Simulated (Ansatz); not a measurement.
# C2H5 (doublet): wave-function methods side by side, STO-3G

How much of the correlation energy of C2H5 (doublet) does each wave-function method recover here?

Method: STO-3G, core rule «outside noble gas», up to 2 orbitals frozen; program: Ansatz 0.2.0, Gaussian basis.

To be run: UHF; CCSD(T) on ROHF; CCSD(T) on UHF; BCCD(T) on ROHF; CISD; CCSDT(Q) on ROHF; CCSDT(Q) on UHF; CISDTQ; CCSDTQ on ROHF; CCSDTQ on UHF; CASSCF and MRCISD+Q, 13 electrons in 13 orbitals; CASSCF and NEVPT2, 13 electrons in 13 orbitals; Full CI.

19 further runs of the same task are left out: 2 that didn't finish, 17 set aside as unsound or not needed.

## 1. The system

The geometry is an MP2(full)/6-31G* stationary point (not a proven minimum).

7 atoms, charge 0, spin multiplicity 2.

Atoms are counted from 1 here; the program's logs count them from 0.

Bond lengths: C1–C2 1.489 Å, C1–H3 1.100 Å, C1–H4 1.093 Å, C1–H5 1.093 Å, C2–H6 1.082 Å, C2–H7 1.082 Å. Angles: C2–C1–H3 111.9°, C2–C1–H4 111.4°, C2–C1–H5 111.4°, H3–C1–H4 106.9°, H3–C1–H5 106.9°, H4–C1–H5 108.1°, C1–C2–H6 120.7°, C1–C2–H7 120.7°, H6–C2–H7 117.2°.

## 2. UHF

Input file in.yaml:

```yaml
crystal:
  periodic: [false, false, false]
  atoms:
    - {symbol: C, position_ang: [-0.008466, -0.715106, 0.000000]}
    - {symbol: C, position_ang: [-0.008466, 0.773984, 0.000000]}
    - {symbol: H, position_ang: [1.011994, -1.124531, 0.000000]}
    - {symbol: H, position_ang: [-0.511144, -1.114102, 0.884839]}
    - {symbol: H, position_ang: [-0.511144, -1.114102, -0.884839]}
    - {symbol: H, position_ang: [0.106030, 1.325576, 0.923705]}
    - {symbol: H, position_ang: [0.106030, 1.325576, -0.923705]}
basis:
  gaussian: {orbitals: STO-3G}
magnetization: {spin_polarized: true, initial_magnetization: 1}
hamiltonian: {xc: hf}
output: {orbitals: {seedname: orbitals}}
```

Command:

```
> ansatz run in.yaml --threads 1 --pin off --events-out ev --progress --plain --max-ram 3956MiB --backend cpu
```

After this run come: CCSD(T) on ROHF; CCSD(T) on UHF; BCCD(T) on ROHF; CISD; CCSDT(Q) on ROHF; CCSDT(Q) on UHF; CISDTQ; CCSDTQ on ROHF; CCSDTQ on UHF; CASSCF and MRCISD+Q, 13 electrons in 13 orbitals; CASSCF and NEVPT2, 13 electrons in 13 orbitals; Full CI.

Before running them: what should the planned runs give, taken together? Wanted: FCI below the RHF energy; RMP2 from FCI; UMP2 from FCI; RCCSD from FCI; RCCSD(T) from FCI; UCCSD(T) from FCI; RCCSDT(Q) from FCI; UCCSDT(Q) from FCI; NEVPT2 valence from FCI.

**Answer**, as computed:

```
                         quantity                                                                                                                                                                        value
         FCI below the RHF energy                                                                                                                                                                   -3.5086 eV
                    RMP2 from FCI                                                                                                                                                                  +1034.1 meV
                    UMP2 from FCI                                                                                                                                                                   +995.8 meV
                   RCCSD from FCI                                                                                                                                                                    +20.9 meV
                RCCSD(T) from FCI                                                                                                                                                                     +6.5 meV
                UCCSD(T) from FCI                                                                                                                                                                     +6.9 meV
               RCCSDT(Q) from FCI                                                                                                                                                                     +0.2 meV
               UCCSDT(Q) from FCI                                                                                                                                                                     -0.3 meV
          NEVPT2 valence from FCI                                                                                                                                                                     +0.1 meV
        MRCISD+Q valence from FCI                                                                                                                                                                     +0.1 meV
levels within 1 kcal/mol (43 meV)  RCCSD, UCCSD, RCCSD(T), UCCSD(T), BCCD(T), RCCSDT, UCCSDT, CISDTQ, RCCSDT(Q), UCCSDT(Q), RCCSDTQ, UCCSDTQ, CASSCF valence, NEVPT2 valence, MRCISD valence, MRCISD+Q valence
                    T1 diagnostic                                                                                                                                                                        0.013
   effectively unpaired electrons                                                                                                                                                                         1.03
```

**Reading.** RCCSD(T) misses by +6.5 meV, 0.2 % of the correlation energy. One determinant dominates. Of the multireference levels listed NEVPT2 valence comes nearest in total energy (+0.1 meV), which doesn't show that its space is the better one. These misses are within one basis, not against nature; the frozen cores of restricted and unrestricted runs differ, which can shift their rows.
